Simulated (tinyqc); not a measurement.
Worked calculation: RHF in the sto-3g basis, for H2O, spin multiplicity 1. One step of it, computed by the program tinyqc.

Problem. Iteration 1: building the Fock matrix. J_ij = sum D_kl (ij|kl), K_ij = sum D_kl (ik|jl); F = H + J - 0.5 K; E = tr D H + tr D J / 2 - 0.25 tr D K + E_nn.

D at the start, lower triangle:
```
            1O 1s      1O 2s    1O 2px     1O 2py     1O 2pz     2H 1s     3H 1s
1O 1s    2.131184
1O 2s   -0.579378   2.554046
1O 2px   0.000000   0.000000  2.000000
1O 2py   0.000000   0.000000  0.000000   2.255390
1O 2pz  -0.047674   0.281520  0.000000   0.000000   2.177100
2H 1s    0.071342  -0.311665  0.000000  -0.300603  -0.230316  0.095993
3H 1s    0.071342  -0.311665  0.000000   0.300603  -0.230316  0.015863  0.095993
```

core Hamiltonian H = T + V (hartree), lower triangle:
```
             1O 1s      1O 2s     1O 2px     1O 2py     1O 2pz      2H 1s      3H 1s
1O 1s   -32.618964
1O 2s    -7.588672  -9.240420
1O 2px    0.000000   0.000000  -7.379997
1O 2py    0.000000   0.000000   0.000000  -7.487800
1O 2pz   -0.017349  -0.210031   0.000000   0.000000  -7.471754
2H 1s    -1.384025  -3.162833   0.000000  -1.665608  -1.603542  -4.722109
3H 1s    -1.384025  -3.162833   0.000000   1.665608  -1.603542  -1.414316  -4.722109
```

Two-electron integrals (ij|kl) in chemists' order, unique and non-zero (hartree):
```
(11|11) 4.785065    (21|11) 0.741380    (21|21) 0.136873    (22|11) 1.118947
(22|21) 0.256633    (22|22) 0.817206    (31|31) 0.024477    (32|31) 0.037809
(32|32) 0.180518    (33|11) 1.115814    (33|21) 0.256684    (33|22) 0.817023
(33|33) 0.880159    (41|41) 0.024477    (42|41) 0.037809    (42|42) 0.180518
(43|43) 0.047444    (44|11) 1.115814    (44|21) 0.256684    (44|22) 0.817023
(44|33) 0.785270    (44|44) 0.880159    (51|51) 0.024477    (52|51) 0.037809
(52|52) 0.180518    (53|53) 0.047444    (54|54) 0.047444    (55|11) 1.115814
(55|21) 0.256684    (55|22) 0.817023    (55|33) 0.785270    (55|44) 0.785270
(55|55) 0.880159    (61|11) 0.135894    (61|21) 0.024886    (61|22) 0.046392
(61|33) 0.046302    (61|41) 0.000844    (61|42) 0.001583    (61|44) 0.046452
(61|51) 0.000778    (61|52) 0.001461    (61|54) 0.000139    (61|55) 0.046430
(61|61) 0.004584    (62|11) 0.340198    (62|21) 0.079045    (62|22) 0.279841
(62|33) 0.275009    (62|41) 0.004369    (62|42) 0.033780    (62|44) 0.282693
(62|51) 0.004031    (62|52) 0.031165    (62|54) 0.007089    (62|55) 0.281550
(62|61) 0.014665    (62|62) 0.119980    (63|31) 0.008153    (63|32) 0.047891
(63|43) 0.006965    (63|53) 0.006426    (63|63) 0.016837    (64|11) 0.183080
(64|21) 0.043078    (64|22) 0.162825    (64|33) 0.155486    (64|41) 0.010235
(64|42) 0.066434    (64|44) 0.173686    (64|51) 0.001920    (64|52) 0.017108
(64|54) 0.010365    (64|55) 0.159120    (64|61) 0.008335    (64|62) 0.084810
(64|64) 0.076091    (65|11) 0.168906    (65|21) 0.039743    (65|22) 0.150219
(65|33) 0.143448    (65|41) 0.001920    (65|42) 0.017108    (65|44) 0.147387
(65|51) 0.009925    (65|52) 0.063674    (65|54) 0.010599    (65|55) 0.159653
(65|61) 0.007689    (65|62) 0.078244    (65|64) 0.054666    (65|65) 0.067271
(66|11) 0.488938    (66|21) 0.115447    (66|22) 0.469557    (66|33) 0.450778
(66|41) 0.008059    (66|42) 0.086595    (66|44) 0.480893    (66|51) 0.007435
(66|52) 0.079891    (66|54) 0.027784    (66|55) 0.476411    (66|61) 0.021593
(66|62) 0.256681    (66|64) 0.207062    (66|65) 0.191031    (66|66) 0.774606
(71|11) 0.135894    (71|21) 0.024886    (71|22) 0.046392    (71|33) 0.046302
(71|41) -0.000844   (71|42) -0.001583   (71|44) 0.046452    (71|51) 0.000778
(71|52) 0.001461    (71|54) -0.000139   (71|55) 0.046430    (71|61) 0.004521
(71|62) 0.014257    (71|64) 0.007419    (71|65) 0.007482    (71|66) 0.020809
(71|71) 0.004584    (72|11) 0.340198    (72|21) 0.079045    (72|22) 0.279841
(72|33) 0.275009    (72|41) -0.004369   (72|42) -0.033780   (72|44) 0.282693
(72|51) 0.004031    (72|52) 0.031165    (72|54) -0.007089   (72|55) 0.281550
(72|61) 0.014257    (72|62) 0.098688    (72|64) 0.047984    (72|65) 0.062711
(72|66) 0.174598    (72|71) 0.014665    (72|72) 0.119980    (73|31) 0.008153
(73|32) 0.047891    (73|43) -0.006965   (73|53) 0.006426    (73|63) 0.013443
(73|73) 0.016837    (74|11) -0.183080   (74|21) -0.043078   (74|22) -0.162825
(74|33) -0.155486   (74|41) 0.010235    (74|42) 0.066434    (74|44) -0.173686
(74|51) -0.001920   (74|52) -0.017108   (74|54) 0.010365    (74|55) -0.159120
(74|61) -0.007419   (74|62) -0.047984   (74|64) -0.010308   (74|65) -0.029825
(74|66) -0.075341   (74|71) -0.008335   (74|72) -0.084810   (74|74) 0.076091
(75|11) 0.168906    (75|21) 0.039743    (75|22) 0.150219    (75|33) 0.143448
(75|41) -0.001920   (75|42) -0.017108   (75|44) 0.147387    (75|51) 0.009925
(75|52) 0.063674    (75|54) -0.010599   (75|55) 0.159653    (75|61) 0.007482
(75|62) 0.062711    (75|64) 0.029825    (75|65) 0.052699    (75|66) 0.121634
(75|71) 0.007689    (75|72) 0.078244    (75|74) -0.054666   (75|75) 0.067271
(76|11) 0.139003    (76|21) 0.032637    (76|22) 0.126577    (76|33) 0.123309
(76|44) 0.125438    (76|51) 0.002526    (76|52) 0.023751    (76|55) 0.130843
(76|61) 0.006009    (76|62) 0.055331    (76|64) 0.033748    (76|65) 0.040556
(76|66) 0.126308    (76|71) 0.006009    (76|72) 0.055331    (76|74) -0.033748
(76|75) 0.040556    (76|76) 0.032049    (77|11) 0.488938    (77|21) 0.115447
(77|22) 0.469557    (77|33) 0.450778    (77|41) -0.008059   (77|42) -0.086595
(77|44) 0.480893    (77|51) 0.007435    (77|52) 0.079891    (77|54) -0.027784
(77|55) 0.476411    (77|61) 0.020809    (77|62) 0.174598    (77|64) 0.075341
(77|65) 0.121634    (77|66) 0.335698    (77|71) 0.021593    (77|72) 0.256681
(77|74) -0.207062   (77|75) 0.191031    (77|76) 0.126308    (77|77) 0.774606
```

nuclear repulsion = 8.37108054 hartree

Give: Coulomb J; exchange K; Fock matrix F; total energy of this density.

Solution.

Coulomb J (hartree), lower triangle:
```
         1O 1s   1O 2s  1O 2px  1O 2py  1O 2pz  2H 1s  3H 1s
1O 1s   18.711
1O 2s    3.571   8.854
1O 2px   0.000   0.000   8.850
1O 2py   0.000   0.000   0.000   8.845
1O 2pz   0.004  -0.004   0.000   0.000   8.845
2H 1s    0.650   2.932   0.000   1.671   1.539  4.709
3H 1s    0.650   2.932   0.000  -1.671   1.539  1.289  4.709
```

exchange K (hartree), lower triangle:
```
        1O 1s  1O 2s  1O 2px  1O 2py  1O 2pz  2H 1s  3H 1s
1O 1s   9.853
1O 2s   1.722  2.873
1O 2px  0.000  0.000   2.372
1O 2py  0.000  0.000   0.000   2.369
1O 2pz  0.002  0.003   0.000   0.000   2.366
2H 1s   0.330  0.827   0.000   0.353   0.323  0.374
3H 1s   0.330  0.827   0.000  -0.353   0.323  0.239  0.374
```

Fock matrix F (hartree), lower triangle:
```
          1O 1s   1O 2s  1O 2px  1O 2py  1O 2pz   2H 1s   3H 1s
1O 1s   -18.834
1O 2s    -4.878  -1.823
1O 2px    0.000   0.000   0.284
1O 2py    0.000   0.000   0.000   0.173
1O 2pz   -0.014  -0.215   0.000   0.000   0.190
2H 1s    -0.900  -0.644   0.000  -0.171  -0.226  -0.200
3H 1s    -0.900  -0.644   0.000   0.171  -0.226  -0.245  -0.200
```

total energy of this density = -73.25593 hartree
